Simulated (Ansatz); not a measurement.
# HNOSi: the cost of one run

Method: the settings change from run to run; program: Ansatz 0.2.0, Gaussian basis.

18 further runs of the same task are left out: 1 for a known fault of the program, 4 that didn't finish, 13 set aside as unsound or not needed.

### Step 1. The system

The geometry is a PBE0/def2-TZVP stationary point (not a proven minimum) of the parent state, kept for this charge and spin.

4 atoms, charge 1, spin multiplicity 2.

Atoms are counted from 1 here; the program's logs count them from 0.

Bond lengths: N1–O2 1.335 Å, N1–H4 1.025 Å, O2–Si3 1.558 Å. Angles: O2–N1–H4 102.7°, N1–O2–Si3 169.5°.

### Step 2. BCCD(T)/cc-pVDZ

Contents of in.yaml:

```yaml
crystal:
  periodic: [false, false, false]
  atoms:
    - {symbol: N, position_ang: [0.000000, -0.143210, 1.718396]}
    - {symbol: O, position_ang: [0.000000, 0.058390, 0.398268]}
    - {symbol: Si, position_ang: [0.000000, 0.009037, -1.158961]}
    - {symbol: H, position_ang: [0.000000, 0.811436, 2.092278]}
basis:
  gaussian: {orbitals: cc-pVDZ}
total_charge: 1
magnetization: {spin_polarized: false, initial_magnetization: 1}
hamiltonian: {xc: {name: B3LYP}, pseudopotentials: {relativity: none}}
correlation: {method: bccd_t, electrons: outside_noble_gas}
output: {forces: true}
```

The run is started by

```bash
$ ansatz run in.yaml --threads 1 --pin off --events-out ev --progress --plain --max-ram 2393MiB
```

**Question.** How long does this run take on 1 thread of Arm Neoverse V2, shared host, and how much memory does it need?

About 13 s, with a peak of 0.25 GiB.
